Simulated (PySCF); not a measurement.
## Structure elucidation problem

Molecular formula: C$_{2}$HF. Simulated spectra:

$^{1}$H NMR (600 MHz, computed): δ 1.21 (d, J = 17.1 Hz, 1H).

$^{13}$C{$^{1}$H} NMR (computed): δ 94.4 (C, d, J = 386.4 Hz), 15.0 (CH, d, J = 36.7 Hz).

- B3LYP/pcJ-1 coupling constants
- shielding tensors at PBE0/pcSseg-1 (GIAO)
- geometry from PBE0-D3(BJ)/def2-SVP
- program: PySCF
- relativity neglected, one conformer, no solvent model

Scale: $^{1}$H (31.27 ppm) and $^{13}$C (184.41 ppm) vs TMS (reference shieldings calculated alike).

Question: What is the structure?

Answer: 
Rings plus π bonds: 2 (no ring in the answer). 2 carbon signals for 2 carbons: no two carbons are equivalent. Carbon types of the structure: 1 × C, 1 × CH, which accounts for all hydrogens. δC 94.4: alkyne carbon; the triple bond shields along its axis, which puts it between sp3 and sp2 carbons. δC 15.0: terminal alkyne carbon; sp carbons lie upfield of alkene carbons because the cylindrical π system leaves one tensor component strongly shielded. δH 1.21: hydrogen on a terminal alkyne carbon; it lies on the axis of the triple bond, in its shielding cone.

These data were computed for `C#CF`.

Common functionals overestimate the size of one-bond C–F couplings by tens of Hz; these are unscaled. Multiplet labels drop couplings under 1 Hz and merge nearly equal ones. Shifts are as computed. Against solution values, carbons near 30 ppm lie about +2 ppm off and those near 130 ppm about +5 ppm. Of 1211 compounds with measured shifts, 218 miss one by over three times the rms of a fit or turn the order of signals round; such compounds aren't used in these exercises.
